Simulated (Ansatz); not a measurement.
[GeH3···H···Cl], doublet along the distance Ge1-H5

Starting geometry:

```csv
atom,x (Å),y (Å),z (Å)
Ge,-1.0510,0.0000,0.0000
H,-1.5625,1.4466,0.0000
H,-1.5625,-0.7233,1.2528
H,-1.5625,-0.7233,-1.2528
H,0.4833,0.0000,0.0000
Cl,2.2730,0.0000,0.0000
```

From there atom H5 is moved from one fragment to the other while all else, the fragments' distance too, stays fixed; atoms are numbered as listed. Energies are in eV, counted from the starting geometry at the same level. Kohn–Sham curves are unrestricted where that lies lower.

Basis cc-pVDZ; Ansatz 0.2.0. Only valence electrons are correlated (noble-gas cores and the filled d shells of p-block atoms frozen). Prefix R: restricted or restricted open-shell reference; prefix U: unrestricted. No spin–orbit coupling is included, and no scalar relativity.

Full CI isn't at hand for all of this; UCCSDT(Q) serves as the reference, and is uncertain by the last step of the cluster series or more.

| distance Ge1-H5 (Å) | RPA-PBE |
| --- | --- |
| 1.534 | 0.000 |
| 1.597 | -0.056 |
| 1.723 | -0.122 |
| 1.848 | -0.210 |
| 1.974 | -0.290 |

**Question.** Estimate the UCCSDT(Q) curve in cc-pVDZ from this one, knowing how RPA-PBE differs from it in such a basis.

**Answer.** The computed UCCSDT(Q) values, in eV from the starting point, and the difference of RPA-PBE against them:
```
distance Ge1-H5 (Å)  UCCSDT(Q)  RPA-PBE less UCCSDT(Q)
              1.534      0.000                   0.000
              1.597     -0.053                  -0.003
              1.723     -0.129                   0.007
              1.848     -0.247                   0.037
              1.974     -0.362                   0.072
```

The difference spans 0.075 eV and is largest, 0.072 eV, at 1.974 Å.

In so small a basis both RPA and the reference are far from their limits and near them at different rates, so the difference would change in a larger set.
